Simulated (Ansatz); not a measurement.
# CH4N2: the cost of one run

All numbers are computed with Ansatz 0.2.0 through its Python package. Level of theory: r2SCAN0/def2-SVP.

### Step 1. The system

Bond lengths: N1–C2 1.284 Å, C2–N3 1.317 Å, N1–H4 1.032 Å, C2–H5 1.101 Å, N3–H6 1.039 Å, N3–H7 1.031 Å. Angles: N1–C2–N3 119.5°, N1–C2–H5 125.8°, N3–C2–H5 114.6°, C2–N1–H4 103.4°, C2–N3–H6 118.5°, C2–N3–H7 115.8°, H6–N3–H7 111.3°.

The script holds or builds the structure itself.

### Step 2. The script

bend_ch4n2.py

```python
# -*- coding: utf-8 -*-
'''Bending curve of CH4N2.'''

import ansatz as az
from ase import Atoms


def main():
    atoms = Atoms(['N', 'C', 'N', 'H', 'H', 'H', 'H'], positions=[
        (-0.8775, -0.8677, -0.5594),
        (-0.2093, 0.1753, -0.2219),
        (0.9487, 0.0349, 0.3892),
        (-1.7024, -0.4769, -1.0408),
        (-0.4978, 1.2184, -0.4226),
        (1.239, 0.7607, 1.0739),
        (1.1605, -0.9128, 0.7359),
    ])

    # start the scan from a relaxed geometry
    first = (
        az.Crystal.molecule_from_ase(atoms).calculation()
        .basis(gaussian='def2-SVP')  # the orbital basis, by name
        .functional('r2scan0')
        .accuracy('medium')
        .relax(force_tolerance=0.02, max_steps=80)
    )
    atoms.positions = first.run().report['positions_ang']

    rows = []
    for angle in [90, 100, 110, 120, 135, 150, 165, 179]:
        bent = atoms.copy()
        bent.set_angle(1, 0, 3, angle, indices=[3])
        calc = (
            az.Crystal.molecule_from_ase(bent).calculation()
            .basis(gaussian='def2-SVP')
            .functional('r2scan0')
            .accuracy('medium')  # preset for grids and thresholds
        )
        rows.append((angle, calc.run().report['free_energy_ev']))
    floor = min(e for _, e in rows)
    for angle, e in rows:
        print(f'angle C1-N0-H3 = {angle:3d} deg   {1000 * (e - floor):9.1f} meV')


if __name__ == '__main__':
    main()
```

### Step 3. The input behind the calls

The engine receives this input (first run):

```yaml
crystal:
  periodic: [false, false, false]
  atoms:
    - { symbol: "N", position_ang: [-0.8775, -0.8677, -0.5594] }
    - { symbol: C, position_ang: [-0.2093, 0.1753, -0.2219] }
    - { symbol: "N", position_ang: [0.9487, 0.0349, 0.3892] }
    - { symbol: H, position_ang: [-1.7024, -0.4769, -1.0408] }
    - { symbol: H, position_ang: [-0.4978, 1.2184, -0.4226] }
    - { symbol: H, position_ang: [1.239, 0.7607, 1.0739] }
    - { symbol: H, position_ang: [1.1605, -0.9128, 0.7359] }
accuracy: medium
basis:
  gaussian:
    orbitals: def2-SVP
hamiltonian:
  xc: r2scan0
relax:
  f_tol: 0.02
  max_steps: 80
```

### Step 4. Launch

Launch:

```sh
python bend_ch4n2.py
```

**Question.** How long does this script take on 1 thread of Arm Neoverse V1, shared host, and how much memory does it need?

About 40 s, with a peak of 0.2 GiB.
